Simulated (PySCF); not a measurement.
Species: C4H7 (doublet state).
SMILES with atom numbers: `[H]/[C:1]=[CH:2]/[CH2:3][CH3:4]` (hydrogens: H5 on C1; H6 on C2; H7, H8 on C3; H9, H10, H11 on C4)

Method: PySCF 2.14.0, PBE0-D3(BJ)/def2-SVP geometry optimisation, gas phase.

List the bond lengths, angles and torsions at this level.

| bond | length (bohr) | order |
| --- | --- | --- |
| C1=C2 | 2.484 | double |
| C2–C3 | 2.841 | single |
| C3–C4 | 2.881 | single |
| C1–H5 | 2.059 | single |
| C2–H6 | 2.091 | single |
| C3–H7, C3–H8 | 2.084 | single |
| C4–H9, C4–H10, C4–H11 | 2.081 | single |

Bonds in one row agree within 0.02 bohr and their mean is given. Orders are formal, as drawn. A selection of angles:
| angle | degrees |
| --- | --- |
| C2–C1–H5 | 137.7 |
| C1–C2–C3 | 126.3 |
| C1–C2–H6 | 118.1 |
| C3–C2–H6 | 115.6 |
| C2–C3–C4 | 112.7 |
| C2–C3–H7 | 108.5 |
| C2–C3–H8 | 109.2 |
| C4–C3–H7 | 109.3 |
| H7–C3–H8 | 106.5 |
| C3–C4–H9 | 111.0 |
| H9–C4–H10 | 107.5 |

Dihedral angles: C1–C2–C3–C4 -120° (anticlinal). The mirror-image conformer, all signs reversed, is as good.

The 3 C–C bonds span 1.315 Å (C1=C2, drawn double) to 1.524 Å (C3–C4, drawn single), a spread of 0.209 Å. C2 (carbon bonded to 2 C and H) is planar (angles 126.3°, 118.1° and 115.6°, sum 360.0°, 0.01 Å off the plane of its three neighbours). C1 (carbon bonded to C and H) is bent (angle 137.7°).

Point group: C1 (no symmetry element, even within 0.4 Å). Whether it is a minimum is left open (no frequencies). ⟨S²⟩ = 0.766 (exact for a doublet: 0.75).
